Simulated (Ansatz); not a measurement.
Two shapes of singlet CH3F.

Shape 1:

```xyz
5

C     0.0000    0.0000   -0.6187
F     0.0000    0.0000    0.7447
H     0.0000   -1.0360   -0.9966
H    -0.8972    0.5180   -0.9966
H     0.8972    0.5180   -0.9966
```

Shape 2:

```xyz
5

C    -0.0144   -0.0466   -0.6295
F    -0.0296   -0.0257    0.7758
H     0.0243   -1.0750   -0.9768
H    -0.9243    0.5199   -1.0386
H     0.9044    0.4687   -1.0010
```

Basis set: cc-pVTZ (spherical functions). Left uncorrelated: 2 orbitals. Charge 0, multiplicity 1.

Computed with Ansatz (development build ahead of 0.2.0); each method stands on the lowest determinant of its kind that the runs found.

(1) Which shape is lower in energy, and by how much in each method?

Results:

(1)

```json
{"method": "RHF", "E(2) − E(1) (eV)": "0.128"}
{"method": "RHF-MP2", "E(2) − E(1) (eV)": "0.079"}
```

Shape 1 is lower.
